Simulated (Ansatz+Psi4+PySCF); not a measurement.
```csv
atom,x (Å),y (Å),z (Å)
O,0.0000,0.0000,-1.2192
S,0.0000,0.0000,0.6096
```

Basis set: cc-pVTZ on O; cc-pV(T+d)Z on S (spherical functions). Frozen core: 6 orbitals. Correlation on ROHF uses semicanonical orbitals with singles. Charge 0, multiplicity 3.

Computed with Ansatz (development build ahead of 0.2.0); each method stands on the lowest determinant of its kind that the runs found.

Task: Give the vertical ionization energy (product with multiplicity 2 at the same shape, open shells in the same class of orbitals) of triplet SO by ROHF-MP2, UHF-MP2, UHF-CCSDT, ROHF-CCSDT, ROHF-CCSD(T), ROHF-CCSD, UHF-CCSD(T), UHF-CCSD, ROHF, UHF.

Result:

| method | ionization energy |
| --- | --- |
| ROHF-MP2 | 11.63 eV |
| UHF-MP2 | 10.99 eV |
| UHF-CCSDT | 10.88 eV |
| ROHF-CCSDT | 10.94 eV |
| ROHF-CCSD(T) | 10.72 eV |
| ROHF-CCSD | 11.22 eV |
| UHF-CCSD(T) | 11.04 eV |
| UHF-CCSD | 10.93 eV |
| ROHF | 11.61 eV |
| UHF | 9.66 eV |

Caution: the determinant may break the point group. Caution for ROHF-MP2, UHF-MP2: MP2 on this radical cation hangs on the determinant chosen. Caution for ROHF-MP2, ROHF-CCSDT, ROHF-CCSD(T), ROHF-CCSD, ROHF: an unrestricted determinant lies well below. Caution for ROHF-MP2, ROHF-CCSD(T), UHF-CCSD(T): another reference gives a lower total. Caution for ROHF-MP2, UHF-MP2, UHF-CCSDT, ROHF-CCSDT, ROHF-CCSD(T), ROHF-CCSD, UHF-CCSD(T), UHF-CCSD: large amplitudes, a single reference is doubtful. Caution for UHF-MP2, UHF-CCSDT, UHF-CCSD(T), UHF-CCSD, UHF: the unrestricted determinant is a mixture of spin states. Caution for UHF-CCSD(T), UHF-CCSD: the program doubts this total.
